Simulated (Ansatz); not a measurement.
## Molecular dynamics of C$_{2}$H$_{7}$Si

Input file:

```yaml
crystal:
  periodic: [false, false, false]
  atoms:
    - { symbol: C, position_ang: [-1.31473, 0.1556, -1.123706] }
    - { symbol: Si, position_ang: [0.318895, 0.419886, -0.413036] }
    - { symbol: C, position_ang: [0.730534, -0.52714, 1.192861] }
    - { symbol: H, position_ang: [-1.547622, -0.659064, -1.832511] }
    - { symbol: H, position_ang: [-2.060408, 0.96844, -1.214001] }
    - { symbol: H, position_ang: [0.576376, 1.848598, -0.111802] }
    - { symbol: H, position_ang: [1.338627, -0.012317, -1.399542] }
    - { symbol: H, position_ang: [0.359722, -1.563104, 1.332359] }
    - { symbol: H, position_ang: [0.387428, 0.011181, 2.083216] }
    - { symbol: H, position_ang: [1.798712, -0.464845, 1.247257] }
magnetization:
  spin_polarized: true
  initial_magnetization: 1
basis:
  gaussian: { orbitals: "6-31G*" }
hamiltonian:
  xc: { name: BHLYP }
  dispersion: d4
md:
  timestep: 0.5
  n_steps: 100
  ensemble: nve
  temperature: 500.0
  initial_velocities: maxwell_boltzmann
  seed: 770821
```

Command:

```bash
$ ansatz run input.yaml --threads 1 --pin off --max-ram 2048MiB --backend cpu --events-out ev --progress --plain --runs-dir out
```

It goes on from the last frame of an earlier run, with new velocities.

Output, in part (step lines, the closing report, with atoms numbered from 0):

```
md step     0: t =     0.00 fs  T =   500.0 K  F+E_penalty+E_count = -10062.48618358 eV  E_kin = 0.517040 eV  conserved = -10061.96914358 eV  (27 SCF iters)
[... lines left out ...]
Total energy: -10062.36955078 eV, -369.7852604721 hartree
Atom 0 at    -1.293464     0.146710    -0.948829 Å, force     0.359300    -0.106636    -0.376723 eV/Å
Atom 1 at     0.401754     0.445716    -0.483548 Å, force     0.934739     0.463474     0.755836 eV/Å
Atom 2 at     0.564938    -0.527191     1.153428 Å, force     0.342048    -1.128126    -1.115068 eV/Å
Atom 3 at    -1.484725    -0.866112    -1.177600 Å, force    -0.816330    -0.833475    -0.319477 eV/Å
Atom 4 at    -2.066809     0.849798    -0.945962 Å, force    -1.175571     0.636788    -0.099531 eV/Å
Atom 5 at     0.640629     1.923351    -0.268650 Å, force     0.077562    -0.599122    -0.091309 eV/Å
Atom 6 at     1.295240    -0.073756    -1.572155 Å, force    -0.006223     0.160010     0.436003 eV/Å
Atom 7 at     0.896039    -1.564082     0.977322 Å, force    -0.368519     0.293939    -0.269538 eV/Å
Atom 8 at    -0.371550    -0.601206     1.697435 Å, force     0.080457     0.356710     0.074991 eV/Å
Atom 9 at     1.355169    -0.152230     1.745307 Å, force     0.572537     0.756438     1.004814 eV/Å
Dipole moment:    -0.078867    -0.099520     0.071424 e Å
```

The steps, from the saved trajectory:

```tsv
time (fs)	T (K)	potential energy less start (eV)	conserved less start (meV/atom)
0.0	500	0.000	0.00
1.5	394	0.112	0.19
3.0	347	0.160	0.22
4.5	387	0.117	0.04
6.0	335	0.171	0.09
7.5	270	0.240	0.28
9.0	366	0.139	0.04
10.5	396	0.109	0.07
12.0	356	0.151	0.22
13.5	421	0.084	0.18
15.0	537	-0.038	-0.02
16.5	500	0.000	0.07
18.0	421	0.084	0.23
19.5	457	0.045	0.04
21.0	429	0.074	0.07
22.5	342	0.165	0.20
24.0	334	0.174	0.18
25.5	377	0.128	0.03
27.0	322	0.185	0.14
28.5	300	0.209	0.24
30.0	402	0.102	0.03
31.5	421	0.083	0.08
33.0	379	0.127	0.21
34.5	422	0.083	0.16
36.0	490	0.010	0.00
37.5	426	0.077	0.12
39.0	351	0.155	0.17
40.5	326	0.180	0.08
42.0	264	0.246	0.15
43.5	230	0.281	0.21
45.0	292	0.217	0.14
46.5	358	0.147	0.03
48.0	332	0.176	0.19
49.5	365	0.140	0.12
```

All steps were run. The conserved energy stayed within 0.28 meV per atom of its start (net change 0.058 meV per atom), so the integration is sound. A run of 0.05 ps of so small a system gives no equilibrium averages.

The same pairs are bonded in the first frame and the last. Pairs count as bonded within 1.25 times the sum of covalent radii (0.12 Å more for H–H).

Last frame:

```xyz
10
Properties=species:S:1:pos:R:3
C -1.294 0.147 -0.949
Si 0.402 0.446 -0.483
C 0.565 -0.527 1.153
H -1.485 -0.866 -1.178
H -2.067 0.850 -0.946
H 0.641 1.923 -0.269
H 1.295 -0.074 -1.572
H 0.896 -1.564 0.977
H -0.372 -0.601 1.697
H 1.355 -0.152 1.745
```

Time of the run: 5.1 min on 1 thread of Arm Neoverse V2, on a shared host, peak memory 0.15 GiB.
